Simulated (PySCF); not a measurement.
Species: C₂H (doublet state).
Numbering: `[C:1]#[CH:2]` (hydrogens: H3 on C2)

Geometry (PBE0-D3(BJ)/def2-SVP, Å), atoms numbered from 1 in this order:
```
atom  x, y, z in Å
C1     1.1662    0.2418   -0.0127
C2    -0.0373    0.0963   -0.0079
H3    -1.1059   -0.0327   -0.0045
```

Computed with UKS B3LYP, IGLO-III on C, pcH-1 on H, non-relativistic, mean-field spin-orbit, GIAO in PySCF. Geometry: PBE0-D3(BJ)/def2-SVP; no solvent, vibrations or thermal averaging. ⟨S²⟩ is 0.774 where a pure state has 0.75.

Task: Match the computed a_iso(13C) values +1078.1, +223.0 MHz with the sites C1; C2.

Result: 
```
site  a_iso (MHz)  ρ(0) (bohr⁻³)                 position  distance from C1 (Å)  spin population  largest |T| (MHz)
  C1      +1078.1        +0.9590  largest spin population                  0.00            +1.11              101.7
  C2       +223.0        +0.1984           1 bond from C1                  1.21            -0.14               50.4
```

ρ(0) is the spin density at the nucleus and T the dipolar tensor. The largest Mulliken spin populations are on C1 (+1.11) and C2 (-0.14). C1 is the only atom above +0.15.

The run took 3.5 s wall on one thread, Arm Neoverse V1 (shared host).
